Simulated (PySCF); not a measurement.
## Unknown compound

Molecular formula: CH$_{6}$B$_{2}$. Simulated spectra:

$^{1}$H NMR (300 MHz, computed): δ 7.79 (br, 4H), 3.94 (t, J = 6.0 Hz, 2H).

$^{13}$C{$^{1}$H} NMR (computed): δ 63.5 (CH2).

[PySCF 2.14.0 with density-fitted response routines: J couplings at B3LYP/pcJ-1; PBE0-D3(BJ)/def2-SVP geometry; NMR shieldings at PBE0/pcSseg-1/GIAO; no solvent model; one conformer; averaged over atoms made equivalent by symmetry, fast rotation or ring inversion; relativity neglected]

Shifts are taken against calculated references (same method and geometry level): TMS for $^{1}$H (σref 31.27) and $^{13}$C (σref 184.41).

Deduce the structure.

Answers


- Carbon types of the structure: 1 × CH2, leaving 4 H on heteroatoms.
- δC 63.5: sp3 CH2 bonded to 2 B.
- δH 7.79: hydrogen on a boron bonded to C.
- δH 3.94: hydrogen on an sp3 CH2 bonded to 2 B.

Structure: SMILES BCB.

Hydrogens on boron are broadened and split by $^{11}$B (spin 3/2, 80 %) and 10B (spin 3). A carbon bonded to boron is broadened by the quadrupolar boron nucleus and is often missing from a measured spectrum. Multiplet labels drop couplings under 1 Hz and merge nearly equal ones. Shifts are as computed. Against solution values, carbons near 30 ppm lie about +2 ppm off and those near 130 ppm about +5 ppm. Of 1211 compounds with measured shifts, 218 miss one by over three times the rms of a fit or turn the order of signals round; such compounds aren't used in these exercises. Only one conformer was computed, so three-bond couplings in flexible chains and rings are approximate.
